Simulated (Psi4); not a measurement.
Two rigid molecules brought together: C2H4 ··· CH4O (SMILES C=C and CO). Monomers: optimised at B3LYP-D3(BJ) (def2-TZVP), held rigid. Orientation: lowest of the rigid-body minima from ten starts at GFN2-xTB. The monomers approach along the line of their centres of mass (distance R); nothing else relaxes.

- PBE/def2-TZVP, counterpoise-corrected (Psi4)
- PBE-D3(BJ)/def2-TZVP, counterpoise-corrected (Psi4)
- SAPT0/jun-cc-pVDZ, frozen core (Psi4)

Interaction energies in kJ/mol; the last columns give the difference from SAPT0:

```csv
R / Å,PBE/def2-TZVP,PBE-D3(BJ)/def2-TZVP,SAPT0/jun-cc-pVDZ,PBE/def2-TZVP − SAPT0/jun-cc-pVDZ,PBE-D3(BJ)/def2-TZVP − SAPT0/jun-cc-pVDZ
2.89,17.91,10.38,17.60,0.31,-7.22
3.06,4.46,-2.28,4.23,0.22,-6.52
3.28,-3.89,-9.63,-4.21,0.32,-5.43
3.46,-6.54,-11.51,-7.07,0.53,-4.44
3.64,-7.25,-11.50,-7.99,0.74,-3.51
3.89,-6.78,-10.15,-7.65,0.87,-2.49
4.14,-5.73,-8.34,-6.57,0.84,-1.77
4.44,-4.42,-6.31,-5.14,0.73,-1.17
4.93,-2.73,-3.83,-3.30,0.56,-0.53
5.68,-1.30,-1.78,-1.72,0.41,-0.06
6.65,-0.58,-0.76,-0.83,0.25,0.07
7.93,-0.26,-0.32,-0.38,0.12,0.05
```

PBE/def2-TZVP is furthest from SAPT0/jun-cc-pVDZ at 3.89 (0.87 kJ/mol, above); its mean absolute difference over the points is 0.49 kJ/mol.

PBE-D3(BJ)/def2-TZVP is furthest from SAPT0/jun-cc-pVDZ at 2.89 (-7.22 kJ/mol, below); its mean absolute difference over the points is 2.77 kJ/mol.
